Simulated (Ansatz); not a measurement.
A made-up structure of CH₂LiS (charge -1), closed shell:

```xyz
5
angstrom
Li 0.1364 0.7573 1.3806
S -1.1034 0.1414 0.1044
C 0.4102 0.3882 -0.5967
H 0.8123 -0.3182 -1.3177
H 1.1033 1.1163 -0.1844
```

It is relaxed with PBE-D4/def2-SVPD and then PBE0-D4/def2-TZVPD (Ansatz 0.2.0). Atoms count as bonded within 1.22 times the sum of their covalent radii (H–H: 0.88 Å). The end point is not checked to be a true minimum.

Does its bonding change? (A judgement: the text doesn't fix the answer.)

By the calculation: Yes. Formed: none; broken: Li1–H5.

Where it ends: The first stage lowers the energy by 1.22 eV in 8 steps. It ends as CH₂LiS ([Li]1[CH2][S]1), total charge -1:
```csv
atom,x (Å),y (Å),z (Å)
Li1,0.1766,0.2482,1.5605
S2,-1.2242,0.4283,-0.0258
C3,0.6144,0.4333,-0.3321
H4,0.8835,-0.3949,-0.9975
H5,0.9084,1.3700,-0.8190
```

Labels in which every atom is bracketed show which atoms are joined, not bond orders.

For scale, one of the runs: PBE0-D4/def2-TZVPD relaxation, 118 basis functions, launched by `ansatz run in.yaml --threads 2 --pin off --events-out ev --progress --plain --max-ram 4352MiB`. The run took about 18 s on 2 CPU threads of an Arm Neoverse V1 (shared host).
